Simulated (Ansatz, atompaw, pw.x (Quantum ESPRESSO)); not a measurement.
**pw.x on fcc Os: one setting changed**

Potential: PAW, atompaw 4.2.0.5, LDA (PW92); core [Kr] 4d10 4f14, reference 5s2 5p6 5d6 6s2 6p0; waves: 5s (bound): rc 1.75 bohr; 6s (bound): rc 1.75 bohr; 5p (bound): rc 1.75 bohr; 6p (bound, empty): rc 1.70 bohr; 5d (bound): rc 1.40 bohr; 5d channel at 3.65 Ry: rc 1.40 bohr; local part: bessel scheme, radius 1.20 bohr; core correction: smooth core density matched at 1.30 bohr; augmentation: sinc compensation charge, radius 1.65 bohr; PAW radius 1.75 bohr; waves and projectors: custom polynom vanderbiltortho.

The reference run (k-mesh 15³, cutoffs 85/850 Ry, Fermi–Dirac 0.01 Ry, mixing_beta 0.4, conv_thr 1e-9, no spin) gives -3.51 GPa at 13.735 Å³/atom, where all-electron LAPW gives 0.40 GPa. This run, with its own iteration cap, changes k-mesh points per axis to 3.

```
&control
  calculation='scf', prefix='x', pseudo_dir='./', outdir='./tmp', tstress=.true., disk_io='none'
/
&system
  ibrav=0, nat=1, ntyp=1, ecutwfc=85, ecutrho=850, nbnd=16,
  occupations='smearing', smearing='fd', degauss=0.01
/
&electrons
  conv_thr=1e-09, mixing_beta=0.4, electron_maxstep=50
/
ATOMIC_SPECIES
Os 1.0 Os.UPF
CELL_PARAMETERS angstrom
  0.00000000 1.90078453 1.90078453
  1.90078453 0.00000000 1.90078453
  1.90078453 1.90078453 0.00000000
ATOMIC_POSITIONS crystal
Os 0.0000 0.0000 0.0000
K_POINTS automatic
3 3 3 0 0 0
```

```bash
pw.x < Os.scf.in > Os.scf.out
```

Problem. How does the run end?

Solution. It converges in 8 iterations; the free energy moves by +1.22 eV/atom and the pressure by +28.30 GPa.

```
Message from routine setup:
     using ibrav=0 with symmetry is DISCOURAGED, use correct ibrav instead
     lattice parameter (alat)  =       5.0798  a.u.
     unit-cell volume          =      92.6884 (a.u.)^3
     number of electrons       =        16.00
     number of Kohn-Sham states=           16
     kinetic-energy cutoff     =      85.0000  Ry
     charge density cutoff     =     850.0000  Ry
     scf convergence threshold =      1.0E-09
     Exchange-correlation= SLA PW NOGX NOGC
     number of k points=     4  Fermi-Dirac smearing, width (Ry)=  0.0100
     iteration #  1     ecut=    85.00 Ry     beta= 0.40
     total energy              =    -813.79038560 Ry
     estimated scf accuracy    <       0.03652398 Ry
     iteration #  2     ecut=    85.00 Ry     beta= 0.40
     total energy              =    -813.79229340 Ry
     estimated scf accuracy    <       0.00391473 Ry
     iteration #  3     ecut=    85.00 Ry     beta= 0.40
     total energy              =    -813.79266965 Ry
     estimated scf accuracy    <       0.00032690 Ry
     iteration #  4     ecut=    85.00 Ry     beta= 0.40
     total energy              =    -813.79268843 Ry
     estimated scf accuracy    <       0.00000805 Ry
     iteration #  5     ecut=    85.00 Ry     beta= 0.40
     total energy              =    -813.79268841 Ry
     estimated scf accuracy    <       0.00000164 Ry
     iteration #  6     ecut=    85.00 Ry     beta= 0.40
     total energy              =    -813.79268862 Ry
     estimated scf accuracy    <          7.2E-09 Ry
     iteration #  7     ecut=    85.00 Ry     beta= 0.40
     total energy              =    -813.79268862 Ry
     estimated scf accuracy    <          5.0E-09 Ry
     iteration #  8     ecut=    85.00 Ry     beta= 0.40
     the Fermi energy is    26.6148 ev
!    total energy              =    -813.79268862 Ry
     estimated scf accuracy    <          4.7E-10 Ry
     smearing contrib. (-TS)   =      -0.00713586 Ry
     convergence has been achieved in   8 iterations
          total   stress  (Ry/bohr**3)                   (kbar)     P=      247.94
     Message from routine punch:
     Nothing written, as per user request (disk_io='none')
```

The run took about 5.4 s on one core of a shared host (AMD EPYC 9R45 96-Core Processor, 96 threads, 376 GiB, load 75).
